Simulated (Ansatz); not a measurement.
A nudged elastic band was laid between two geometries of C₂H₄S₂ (8 atoms, charge 0, multiplicity 1).

Computed with RKS PBE0-D4/6-31G* (Ansatz).

```yaml
movable_images: 9
climbing_image: yes
spring: 2.0 to 10.0 eV/Å², energy-weighted
optimiser: quadratic models (default)
start_path: IDPP
force_threshold: 0.05 eV/Å
iteration_limit: 60
end_points: relaxed
```

First end point:

```xyz
8
Properties=species:S:1:pos:R:3
C -0.015 1.032 -0.263
C 0.176 -0.452 -0.114
S 1.127 -1.351 -1.089
S -0.742 -1.086 1.241
H 0.520 1.392 -1.142
H -1.080 1.278 -0.358
H 0.362 1.553 0.626
H -0.349 -2.365 1.101
```

Last end point:

```xyz
8
Properties=species:S:1:pos:R:3
C -0.258 0.990 -0.296
C 0.014 -0.479 -0.134
S -0.261 -1.592 -1.296
S 0.669 -0.842 1.453
H 0.675 1.560 -0.202
H -0.700 1.185 -1.273
H -0.937 1.346 0.489
H 0.797 -2.167 1.260
```

(1) What changes between the two ends?

(2) What energy profile does the band end with?

(3) What is the geometry of the highest image?

Results:

(1) No bond is made or broken. The dihedral H6–C1–C2–S3 goes from 125 to 3°. The two ends are copies of one structure, up to a mirror image or an exchange of like atoms.

(2) The forces met the threshold. The highest image is number 5 of 0 to 10, 1.3 kJ/mol above the ends, which have the same energy within 2 meV. Another band between the same ends (9 images) ends at a top of the same energy, where a vibrational analysis finds 1 clearly imaginary mode.

```tsv
image	path coordinate (Å)	energy (kJ/mol)	dihedral H6–C1–C2–S3 (°)
0	0.00	0.0	125
1	0.60	0.2	98
2	0.92	0.6	84
3	1.15	0.9	75
4	1.34	1.2	67
5	1.52	1.3	60
6	1.71	1.2	53
7	1.91	1.0	45
8	2.14	0.7	36
9	2.44	0.2	24
10	2.98	0.0	3
```

(3) 
```xyz
8
Properties=species:S:1:pos:R:3
C -0.140 1.015 -0.279
C 0.076 -0.467 -0.136
S 0.271 -1.470 -1.411
S 0.089 -0.969 1.540
H 0.692 1.447 -0.843
H -1.050 1.190 -0.861
H -0.228 1.533 0.681
H 0.290 -2.279 1.309
```

Run time: 4.3 min on 1 thread of Intel(R) Xeon(R) Processor @ 2.70GHz (shared host), peak memory 0.16 GiB.
